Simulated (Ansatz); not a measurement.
Start from `CSC(C)S` and change one atom or group to get `CC(F)S`.

Ansatz, PBE0-D4/def2-TZVP geometries, multiplicity 1. Each molecule was computed in one conformer, which needn't be the lowest.

```csv
property,`CSC(C)S`
HOMO–LUMO gap (PBE0/def2-TZVPP) / eV,6.82
HOMO energy (PBE0/def2-TZVPP) / eV,-6.49
HOMO energy (B3LYP/def2-TZVPP) / eV,-6.26
LUMO energy (PBE/def2-TZVPP) / eV,-0.64
size of the dipole moment (B3LYP/def2-TZVPP) / D,2.32
HOMO energy (PBE/def2-TZVPP) / eV,-5.26
```

Question: Give the same properties after the change, and the shifts. (An estimate is asked.)

Answer: The calculation gave: 
```tsv
property	`CC(F)S`	shift
HOMO–LUMO gap (PBE0/def2-TZVPP) / eV	7.74	0.92
HOMO energy (PBE0/def2-TZVPP) / eV	-7.39	-0.90
HOMO energy (B3LYP/def2-TZVPP) / eV	-7.15	-0.89
LUMO energy (PBE/def2-TZVPP) / eV	-0.62	0.02
size of the dipole moment (B3LYP/def2-TZVPP) / D	1.92	-0.40
HOMO energy (PBE/def2-TZVPP) / eV	-6.11	-0.85
```

Dipoles are sizes alone; their direction can turn.

B3LYP here is the variant with VWN-RPA as its local correlation; programs differ in this.
